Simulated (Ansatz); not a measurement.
# BHCl₂ (triplet): wave-function methods side by side at a displaced geometry (v2), cc-pVDZ

How much of the correlation energy of BHCl₂ (triplet) does each wave-function method recover here?

Program: Ansatz 0.2.0, Gaussian basis. Level of theory: cc-pVDZ, core rule «outside noble gas», up to 11 orbitals frozen. These are calculated values, not measurements.

The runs, in order: UHF; CCSD(T) on ROHF; CCSD(T) on UHF; BCCD(T) on ROHF; CISD; CCSDT(Q) on ROHF; CCSDT(Q) on UHF; CASSCF and NEVPT2, 14 electrons in 11 orbitals.

22 further runs of the same task are left out: 11 that didn't finish, 11 set aside as unsound or not needed.

### 1 The geometry

The geometry is a PBE0/def2-TZVP stationary point (not a proven minimum) with its atoms shifted at random (size 0.100 Å).

4 atoms, charge 0, spin multiplicity 3.

Atoms are counted from 1 here; the program's logs count them from 0.

Bond lengths: Cl1–B2 1.736 Å, B2–Cl3 1.756 Å, B2–H4 1.197 Å. Angles: Cl1–B2–Cl3 143.5°, Cl1–B2–H4 106.1°, Cl3–B2–H4 108.1°.

### 2 UHF

The input, in.yaml:

```yaml
crystal:
  periodic: [false, false, false]
  atoms:
    - {symbol: Cl, position_ang: [0.059432, -0.078662, 1.655766]}
    - {symbol: B, position_ang: [-0.105442, 0.442868, 0.008352]}
    - {symbol: Cl, position_ang: [-0.028822, -0.102712, -1.658836]}
    - {symbol: H, position_ang: [0.054287, 1.629487, 0.018386]}
basis:
  gaussian: {orbitals: cc-pVDZ}
magnetization: {spin_polarized: true, initial_magnetization: 2}
hamiltonian: {xc: hf}
output: {orbitals: {seedname: orbitals}}
```

The run is started by

```
ansatz run in.yaml --threads 1 --pin off --events-out ev --progress --plain --max-ram 2393MiB
```

Further steps of the session: CCSD(T) on ROHF; CCSD(T) on UHF; BCCD(T) on ROHF; CISD; CCSDT(Q) on ROHF; CCSDT(Q) on UHF; CASSCF and NEVPT2, 14 electrons in 11 orbitals.

**Question.** What will the summary of the whole plan be? Wanted: UCCSDT(Q) below the RHF energy; RMP2 from UCCSDT(Q); UMP2 from UCCSDT(Q); RCCSD from UCCSDT(Q); RCCSD(T) from UCCSDT(Q); UCCSD(T) from UCCSDT(Q); RCCSDT(Q) from UCCSDT(Q); NEVPT2 valence from UCCSDT(Q); T1 diagnostic.

**Answer**, as computed:

| quantity | value |
| --- | --- |
| UCCSDT(Q) below the RHF energy | -11.0473 eV |
| RMP2 from UCCSDT(Q) | +1293.9 meV |
| UMP2 from UCCSDT(Q) | +1292.5 meV |
| RCCSD from UCCSDT(Q) | +383.5 meV |
| RCCSD(T) from UCCSDT(Q) | +59.7 meV |
| UCCSD(T) from UCCSDT(Q) | +60.5 meV |
| RCCSDT(Q) from UCCSDT(Q) | +3.2 meV |
| NEVPT2 valence from UCCSDT(Q) | +1603.5 meV |
| levels within 1 kcal/mol (43 meV) | RCCSDT, UCCSDT, RCCSDT(Q) |
| T1 diagnostic | 0.036 |
| effectively unpaired electrons | 2.01 |

What this shows: RCCSD(T) lands +59.7 meV from the yardstick (0.5 % of the correlation energy). One determinant dominates. These misses are within one basis, not against nature; the frozen cores of restricted and unrestricted runs differ, which can shift their rows.
